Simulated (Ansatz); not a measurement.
# BS (sextet): the correlation ladder, def2-TZVPP

One table from this session's results is given with a row withheld; the runs are named, their logs left out.

Computed with Ansatz 0.2.0, Gaussian basis. Level: def2-TZVPP, core rule «outside noble gas», up to 6 orbitals frozen.

The runs, in order: UHF; ROHF; CCSD(T) on UHF.

## The geometry

The geometry is a PBE0/def2-TZVP stationary point (not a proven minimum) of the parent state, kept for this charge and spin.

2 atoms, charge 0, spin multiplicity 6.

Atoms are counted from 1 here; the program's logs count them from 0.

Bond lengths: B1–S2 1.790 Å.

Set-up of the first run:

Input file in.yaml:

```yaml
crystal:
  periodic: [false, false, false]
  atoms:
    - {symbol: B, position_ang: [0.000000, 0.000000, 0.000000]}
    - {symbol: S, position_ang: [0.000000, 0.000000, 1.789500]}
basis:
  gaussian: {orbitals: def2-TZVPP}
magnetization: {spin_polarized: true, initial_magnetization: 5}
hamiltonian: {xc: hf}
output: {orbitals: {seedname: orbitals}}
```

On the command line:

```
> ansatz run in.yaml --threads 1 --pin off --events-out ev --progress --plain --max-ram 4096MiB --backend cpu
```

Among the steps run: UHF; ROHF; CCSD(T) on UHF.

One table of the session follows, with a row left open; its other results are not shown here.

```
  method  from UCCSD(T) (meV)
    ROHF              +5330.3
     UHF              +5136.6
    UMP2              +1006.9
   UCCSD                    ?
UCCSD(T)                    0
```

Q: Estimate the row for UCCSD from the others.

The run gave: from UCCSD(T) (meV): +190.8. In the column «from UCCSD(T) (meV)» it lies between UCCSD(T) (0) and UMP2 (+1006.9).
